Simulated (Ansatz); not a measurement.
HgS (P3₂21, No. 154), treated with PBEsol-D3(BJ) (Ansatz, a quantum-chemistry and plane-wave program, plane waves, PAW).

Run with plane-wave cutoff 520 eV, 12×12×4 k mesh (along the axes of the cell as run), Fermi–Dirac smearing 0.01 eV, scalar-relativistic PAW data made under PBE.

Energies at three volumes about the minimum:

```csv
V (Å³/atom),E − E_lowest (meV/atom)
21.107,1.15
21.538,0.00
21.969,1.01
```

Q: Fit a parabola by hand: where is the minimum, and what is the bulk modulus?

A: Slopes: (0.00 − 1.15)/(21.538 − 21.107) = -2.668 and (1.01 − 0.00)/(21.969 − 21.538) = 2.343 meV/Å³. Curvature E″ = 2 × (2.343 − (-2.668))/(21.969 − 21.107) = 11.626 meV/Å⁶. From the middle of the first interval, the slope vanishes at V0 = 21.3225 − (-2.668)/11.626 = 21.552 Å³/atom. B = V0 E″ = 21.552 × 11.626 meV/Å³ × 0.1602 GPa per meV/Å³ = 40.1 GPa. The full Birch–Murnaghan fit to all volumes gives V0 = 21.537 Å³/atom and B0 = 39.9 GPa.

Shape and atoms are relaxed at each volume.

Note: the volume lies 9 % below that of the published cell; the bulk modulus comes from volumes at which shape and atoms were relaxed.
